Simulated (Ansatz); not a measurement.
**A basis-limit estimate, worked out**

An elementary step of CH$_{10}$Si$_{2}$, singlet (Si₂H₆ ([SiH3][SiH3]) + CH₄ → CH₆Si ([CH3][SiH3]) + SiH₄; bonds formed: Si1–C7, Si2–H6; bonds broken: Si1–Si2, H6–C7). “Start” is the structure reached by relaxing down from the saddle towards the reactants; PBE0-D4/def2-TZVP structures. The saddle:

Si1  (-0.201, 0.905, 0.741)
Si2  (1.462, -1.148, 0.259)
H3  (-1.261, 1.987, 0.782)
H4  (-0.441, 0.166, 2.007)
H5  (1.048, 1.689, 0.557)
H6  (-0.222, -0.233, -0.458)
C7  (-1.326, 0.287, -1.017)
H8  (2.324, -0.866, 1.447)
H9  (0.997, -2.566, 0.396)
H10  (2.361, -1.112, -0.939)
H11  (-1.213, -0.534, -1.736)
H12  (-1.248, 1.239, -1.540)
H13  (-2.279, 0.184, -0.499)
(Å)

Computed with Ansatz 0.2.0 (basis: def2-TZVPP and def2-QZVPP); correlated methods freeze the cores.

Energies in eV:

| quantity | saddle | start |
| --- | --- | --- |
| Hartree–Fock, triple zeta (X = 3) | -16909.52184 | -16914.01740 |
| Hartree–Fock, quadruple zeta (X = 4) | -16910.08585 | -16914.57430 |
| MP2 correlation, X = 3 | -13.54831 | -12.66361 |
| MP2 correlation, X = 4 | -14.40478 | -13.50239 |
| CCSD(T) correlation, X = 3 | -15.82937 | -15.01158 |

(1) Work out the barrier at the basis limit: extrapolate Hartree–Fock as E(X) = E∞ + A exp(−7.88 √X) and the MP2 correlation as E(X) = E∞ + B X^−2.97 (the exponents that Neese and Valeev fitted for def2-TZVPP and QZVPP), then add CCSD(T) − MP2 in triple zeta.

The T1 diagnostic stays at or below 0.012.

Results:

(1) Each step is linear, so take the differences first (saddle − start): Hartree–Fock 4.49556 (X = 3) and 4.48845 (X = 4); MP2 correlation -0.88470 and -0.90239; CCSD(T) correlation -0.81779.
Two points give E∞ = E(4) + w [E(4) − E(3)], with w = 1/(exp(7.88 (2 − √3)) − 1) = 0.1377 for Hartree–Fock and w = 1/((4/3)^2.97 − 1) = 0.7407 for the correlation.
Hartree–Fock: 4.48845 + 0.1377 × (-0.00711) = 4.4875 eV.
MP2 correlation: -0.90239 + 0.7407 × (-0.01769) = -0.9155 eV.
CCSD(T) − MP2: -0.81779 − (-0.88470) = 0.0669 eV.
Sum: 4.4875 + (-0.9155) + 0.0669 = 3.6389 eV, or 83.91 kcal/mol. Plain CCSD(T) in triple zeta gives 3.6778 eV, so the larger basis shifts the result by -0.0389 eV.

Labels in which every atom is bracketed show which atoms are joined, not bond orders.

For scale, one of the runs: CCSD(T)/def2-TZVPP, 255 basis functions, launched by `ansatz run in.yaml --threads 4 --pin off --events-out ev --progress --plain --max-ram 9574MiB`. Time: 66 s of wall clock on 4 CPU threads of an AMD EPYC 7R43; the host was shared. Peak host memory: 5.3 GiB.
